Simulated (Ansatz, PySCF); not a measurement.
Dimer: H2O (SMILES O) (first 3 atoms) with H2O (SMILES O); geometry from S66by8 set.
(charge 0, multiplicity 1):
| atom | x (Å) | y (Å) | z (Å) |
|---|---|---|---|
| O | -1.6250 | -0.0428 | 0.0051 |
| H | -1.9450 | 0.8600 | -0.0163 |
| H | -0.6653 | 0.0554 | 0.0004 |
| O | 1.5473 | 0.0380 | -0.0048 |
| H | 1.9239 | -0.4004 | 0.7613 |
| H | 1.9196 | -0.4382 | -0.7502 |

Interaction energies are E(AB) − E(A) − E(B) at the monomers' geometry in the complex; basis-set methods are counterpoise corrected.

Correlated levels freeze the cores. Rows in 6-31G* carry no dispersion term and start afresh at each structure (6-31G* with six Cartesian d functions).

Codes used: Ansatz (an electronic-structure program) with Gaussian orbitals; PySCF for 6-31G* rows. Values without a source in brackets are computed.

Task: One of these levels gives -15.6 kJ/mol for the interaction energy. Which one is it?
(A) HF/6-31G*
(B) CCSD/aug-cc-pVDZ
(C) HF/aug-cc-pVDZ

Result: C, HF/aug-cc-pVDZ. The others give -19.4 (HF/6-31G*), -17.0 (CCSD/aug-cc-pVDZ)
